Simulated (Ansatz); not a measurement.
Born–Oppenheimer molecular dynamics of H₅NOSi (8 atoms, charge 0, multiplicity 1). It starts at the highest image of a converged band. Of that band: Neighbouring images differ by up to 1.3 eV, so the band resolves the path poorly. A vibrational analysis at the climbing image gives one clearly imaginary mode, 1333i cm⁻¹: a first-order saddle point.

Level of theory: Ansatz, RKS PBE/def2-SVP.

* ensemble: NVE (velocity Verlet)
* time step: 0.5 fs
* steps asked: 200
* starting velocities drawn for: 100 K
* seed: 10869

First frame:

```xyz
8
Properties=species:S:1:pos:R:3
Si -0.193 -0.065 0.424
H 0.966 0.254 1.567
N 1.721 0.037 0.437
H 2.226 -0.794 0.767
H 2.339 0.626 -0.150
H -0.382 1.234 -0.327
O -0.768 -1.231 -0.675
H -0.957 -2.078 -0.232
```

How far do the bonds stretch over the last three quarters of this one trajectory? (Pairs bonded in most of those frames.)


```json
{"bond": "Si1–H2", "mean (Å)": "1.661", "spread (Å)": "0.205", "shortest": "1.28", "longest": "2.00"}
{"bond": "Si1–N3", "mean (Å)": "1.761", "spread (Å)": "0.098", "shortest": "1.61", "longest": "1.91"}
{"bond": "Si1–H6", "mean (Å)": "1.508", "spread (Å)": "0.023", "shortest": "1.45", "longest": "1.55"}
{"bond": "Si1–O7", "mean (Å)": "1.696", "spread (Å)": "0.044", "shortest": "1.61", "longest": "1.78"}
{"bond": "N3–H4", "mean (Å)": "1.026", "spread (Å)": "0.011", "shortest": "1.00", "longest": "1.04"}
{"bond": "N3–H5", "mean (Å)": "1.027", "spread (Å)": "0.008", "shortest": "1.01", "longest": "1.04"}
{"bond": "O7–H8", "mean (Å)": "0.977", "spread (Å)": "0.009", "shortest": "0.96", "longest": "1.00"}
```

Mean temperature of the second half: 1676 K. The conserved energy stayed within 0.76 meV per atom of its start (net change -0.19 meV per atom), so the integration is sound. The kinetic energy rose, since the run started high on the potential surface and went downhill. A run of 0.1 ps of so small a system gives no equilibrium averages. The orbitals stay closed-shell, which can raise the energy where a bond breaks towards radicals; this wasn't checked here.

Run time: 5.4 min on 1 thread of Arm Neoverse V1 (shared host), peak memory 0.11 GiB.
